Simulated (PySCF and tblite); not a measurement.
The numbers below are computed, except where a source is named.
2 E/Z isomers of C4H6F2, numbered alike:

| isomer | SMILES | descriptors |
| --- | --- | --- |
| A | [CH3:1]/[C:2]([F:3])=[CH:4]\[CH2:5][F:6] | 2=4 E |
| B | [CH3:1]/[C:2]([F:3])=[CH:4]/[CH2:5][F:6] | 2=4 Z |

Protocol: conformer search, at most 6 conformers an isomer, GFN2-xTB geometries, energies PBE0/def2-SVP (IEF-PCM, dimethylsulfoxide) (D3(BJ) added where defined), GIAO shieldings WP04/pcSseg-1 (IEF-PCM, dimethylsulfoxide), weights at 298.15 K with GFN2-xTB thermal terms. Programs: PySCF with density fitting and tblite.

(1) What shifts does each isomer give (ppm)?

Shifts are unscaled: against experiment ¹³C can be off by 15 ppm or more and ¹H by 0.8 ppm. The search found a single conformer for at least one isomer; other rotamers may be missing.

Answers

(1) 
A: ¹H (against TMS): 5.45 (H5, 2H), 5.34 (H4, 1H), 2.22 (H1, 3H). ¹³C (against TMS): 174.3 (C2), 112.2 (C4), 86.2 (C5), 20.0 (C1).

B: ¹H (against TMS): 5.49 (H5, 2H), 5.22 (H4, 1H), 2.16 (H1, 3H). ¹³C (against TMS): 172.4 (C2), 112.9 (C4), 85.3 (C5), 22.5 (C1).
